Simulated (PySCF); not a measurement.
This PySCF input (HF/pcseg-2) gives -76.05881 Eh with 58 basis functions.

```python
import numpy as np, basis_set_exchange as bse
from pyscf import gto, scf, dft, df

basis = {'H': gto.basis.parse(bse.get_basis('pcseg-2', elements=['H'], fmt='nwchem')), 'O': gto.basis.parse(bse.get_basis('pcseg-2', elements=['O'], fmt='nwchem'))}
mol = gto.M(
    atom='''
    O     0.00702152    0.00134342    0.11666744
    H    -0.04995842    0.75929218   -0.47415850
    H    -0.00621371   -0.77003954   -0.45918106
    ''',
    basis=basis,
    charge=0,
    verbose=4,
    max_memory=8640,
)
mf = scf.RHF(mol)
mf = mf.density_fit(auxbasis=df.autoaux(mol))
mf.conv_tol = 1e-9
mf.max_cycle = 100
print('smallest overlap eigenvalue', np.linalg.eigvalsh(mol.intor('int1e_ovlp'))[0])
mf.kernel()
dip = mf.dip_moment()
```

Change:
```diff
- basis = {'H': gto.basis.parse(bse.get_basis('pcseg-2', elements=['H'], fmt='nwchem')), 'O': gto.basis.parse(bse.get_basis('pcseg-2', elements=['O'], fmt='nwchem'))}
+ basis = {'H': gto.basis.parse(bse.get_basis('def2-SVP', elements=['H'], fmt='nwchem')), 'O': gto.basis.parse(bse.get_basis('def2-SVP', elements=['O'], fmt='nwchem'))}
```

Question: What does the run give now?

Answer: -75.96064 Eh (HF/def2-SVP, 24 functions), a change of +98.17 mEh.
